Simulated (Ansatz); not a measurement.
Species: C₅H₇, charge 0, multiplicity 2. SMILES: C1CC21C[CH]2
Coordinates optimised at B3LYP-D3(BJ)/def2-TZVP (Ansatz, an electronic-structure program):
```
C
C 1 1.4271
H 2 1.0791 1 134.19
C 2 1.4844 3 132.87 1 90.76
H 4 1.0868 2 118.48 3 128.24
H 4 1.0872 5 113.97 2 147.88
C 1 1.4887 2 138.63 3 -6.33
H 7 1.0826 1 118.05 2 -25.17
H 7 1.0832 8 114.82 1 -145.90
C 1 1.4907 2 139.13 3 -107.67
H 10 1.0825 1 117.76 2 -120.22
H 10 1.0826 11 114.99 1 -145.64
```
Charge 0, spin multiplicity 2.

Quantity: enthalpy of formation at 298 K, in kcal/mol. Conventions: non-relativistic; 6-311+G** with 5d; LANL2DZ all-electron up to Ne; UHF or UKS for open shells; spin-orbit terms left out; valence correlation only; six Cartesian d functions in 6-31G* and its kin unless marked 5d. First-principles rows: single points at B3LYP-D3(BJ) geometries (Ansatz), with unscaled harmonic terms from B3LYP/6-31G* at its own minima, enthalpies of formation by atomisation with measured atoms.

| level | program | enthalpy of formation at 298 K (kcal/mol) |
|---|---|---|
| MP2/STO-3G | Ansatz | 85.8 |
| MP2/3-21G | Ansatz | 264.1 |
| MP2/LANL2DZ | Ansatz | 281.8 |
| MP2/6-31G* | Ansatz | 176.2 |
| MP2/6-311+G** | Ansatz | 147.2 |

No value to compare with is used here. The 5 habitual levels span 85.8 (MP2/STO-3G) to 281.8 kcal/mol (MP2/LANL2DZ).

The sets are all those run for this method; runs whose electronic state is in doubt are left out.
